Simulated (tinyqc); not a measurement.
CIS and TDHF on RHF in the sto-3g basis, for H2O, spin multiplicity 1, step by step. One step of it, computed by the program tinyqc.

Task: CIS triplet states. Diagonalise A (1 hartree = 27.211386 eV); each vector has its largest component positive (the first on a tie).

CIS matrix A, triplet (hartree), order 1>6, 1>7, 2>6, 2>7, 3>6, 3>7, 4>6, 4>7, 5>6, 5>7:
```
[[20.002081, 0.009506, 0.007348, -0.000609, 0.003281, -0.007269, -0.018777, -0.004457, 0.000000, 0.000000],
 [0.009506, 20.090981, -0.000609, 0.008908, -0.007269, -0.006074, -0.004457, -0.005381, 0.000000, 0.000000],
 [0.007348, -0.000609, 1.196585, -0.006475, 0.047954, -0.078345, -0.050661, -0.016957, 0.000000, 0.000000],
 [-0.000609, 0.008908, -0.006475, 1.321943, -0.078345, -0.055785, -0.016957, 0.010973, 0.000000, 0.000000],
 [0.003281, -0.007269, 0.047954, -0.078345, 0.574668, 0.009350, 0.029301, -0.042556, 0.000000, 0.000000],
 [-0.007269, -0.006074, -0.078345, -0.055785, 0.009350, 0.688914, -0.042556, -0.032170, 0.000000, 0.000000],
 [-0.018777, -0.004457, -0.050661, -0.016957, 0.029301, -0.042556, 0.446351, 0.018035, 0.000000, 0.000000],
 [-0.004457, -0.005381, -0.016957, 0.010973, -0.042556, -0.032170, 0.018035, 0.557129, 0.000000, 0.000000],
 [0.000000, 0.000000, 0.000000, 0.000000, 0.000000, 0.000000, 0.000000, 0.000000, 0.354427, 0.005543],
 [0.000000, 0.000000, 0.000000, 0.000000, 0.000000, 0.000000, 0.000000, 0.000000, 0.005543, 0.468700]]
```

Give: triplet excitation energies; lowest vectors.

Result:

triplet excitation energies (eV): [9.6372, 11.4970, 12.7613, 14.2595, 16.1890, 18.8835, 33.0427, 36.3498, 544.2576, 546.7311]

lowest vectors, order 1>6, 1>7, 2>6, 2>7, 3>6, 3>7, 4>6, 4>7, 5>6, 5>7:
```
[[0.0000, 0.0009, 0.0000, 0.0004, -0.0001, 0.0000],
 [0.0000, 0.0001, 0.0000, 0.0005, 0.0001, 0.0002],
 [0.0000, 0.0908, 0.0000, 0.0240, -0.0906, 0.1060],
 [0.0000, 0.0081, 0.0000, 0.0632, 0.0789, 0.0957],
 [0.0000, -0.2582, 0.0000, 0.5459, 0.7800, 0.1043],
 [0.0000, 0.1679, 0.0000, 0.2138, -0.2166, 0.9230],
 [0.0000, 0.9341, 0.0000, 0.2383, 0.1712, -0.1950],
 [0.0000, -0.1558, 0.0000, 0.7713, -0.5486, -0.2806],
 [0.9988, 0.0000, 0.0483, 0.0000, 0.0000, 0.0000],
 [-0.0483, 0.0000, 0.9988, 0.0000, 0.0000, 0.0000]]
```
